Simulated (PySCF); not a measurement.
Simulated outer-valence photoelectron spectrum of `C(/F)=C/C(=O)O`. Computed with EOM-IP-CCSD/aug-cc-pVDZ in PySCF, restricted Hartree–Fock reference, frozen core, non-relativistic, gas phase, PBE0-D3(BJ)/def2-SVP geometry.

Each root has a Gaussian of 0.6 eV full width with its one-hole share as area; cross sections and vibrations are left out, and the highest printed point is 100.

(ionisation energy (eV), intensity): (10.0, 1), (10.2, 10), (10.4, 40), (10.6, 86), (10.8, 100), (11.0, 63), (11.2, 21), (11.4, 7), (11.6, 13), (11.8, 35), (12.0, 50), (12.2, 39), (12.4, 16), (12.6, 4), (12.8, 1), (13.0, 1), (13.2, 5), (13.4, 20), (13.6, 43), (13.8, 50), (14.0, 32), (14.2, 14), (14.4, 17), (14.6, 38), (14.8, 53), (15.0, 49), (15.2, 53), (15.4, 76), (15.6, 88), (15.8, 66), (16.0, 31), (16.2, 13), (16.4, 20), (16.6, 42), (16.8, 49), (17.0, 32), (17.2, 11), (17.4, 2), (17.6, 0)

Q: Where are the maxima, and how many lines lie under the curve?

A: 6 maxima, at 10.8, 12.0, 13.8, 14.8, 15.6 and 16.8 eV, from 8 lines. At this width some lines have no maximum of their own.

Q: List the lines with their holes.

A: 
```csv
E (eV),leading hole (HF orbital),area,Koopmans (eV)
10.74,HOMO,0.96,11.03
10.75,HOMO-1,0.94,12.72
12.02,HOMO-2,0.94,13.44
13.75,HOMO-3,0.95,15.65
14.79,HOMO-4,0.95,16.50
15.45,HOMO-5,0.94,17.41
15.71,HOMO-6,0.92,17.44
16.76,HOMO-7,0.93,19.23
```

The widest gap, 1.73 eV, lies between 12.02 and 13.75 eV. Only orbitals with −ε under 21 eV, eight at most, were ionised, so the high end of the curve may lack lines.

The values belong to the conformer `[O:1]=[C:2]([OH:3])/[CH:4]=[CH:5]\[F:6]`: O1–C2–C4–C5 179°, H–O3–C2–O1 0°.
